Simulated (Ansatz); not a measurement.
Calculated with Ansatz (gas phase, PBE0-D4/def2-TZVP geometries, no zero-point term in ΔE). CCSD(T)/CBS is the MP2 limit (def2-TZVPP, def2-QZVPP) plus CCSD(T) − MP2 in def2-TZVPP, frozen cores. This one scheme is used for every species. Functionals use def2-TZVPP. One conformer a species, not always the lowest.

`CB[SiH3]` + H₂S → `CBS` + SiH₄  (cleavage of the B–Si bond)

```json
{"level": "CAM-B3LYP-D4", "ΔE (eV)": "-1.25"}
{"level": "r2SCANh", "ΔE (eV)": "-1.27"}
{"level": "BHLYP", "ΔE (eV)": "-1.26"}
{"level": "HF/def2-SVP", "ΔE (eV)": "-1.29"}
```

Question: What does CCSD(T)/CBS give? (Best estimate.)

Answer: The calculation gave: -1.24 eV. The listed levels differ from it by -0.01, -0.03, -0.02, -0.05 eV.

Largest T1 diagnostic among the species: 0.013.

At CCSD(T), def2-SVP lies −0.13 eV from the extrapolated value and def2-TZVPP −0.01 eV. Leaving LDA and LC-ωPBE aside and taking each functional with its dispersion term where it has one, the values, not all of them listed here, spread over 0.06 eV, from B2PLYP to PBE-D4. LDA lies −0.04 eV from PBE without D4.
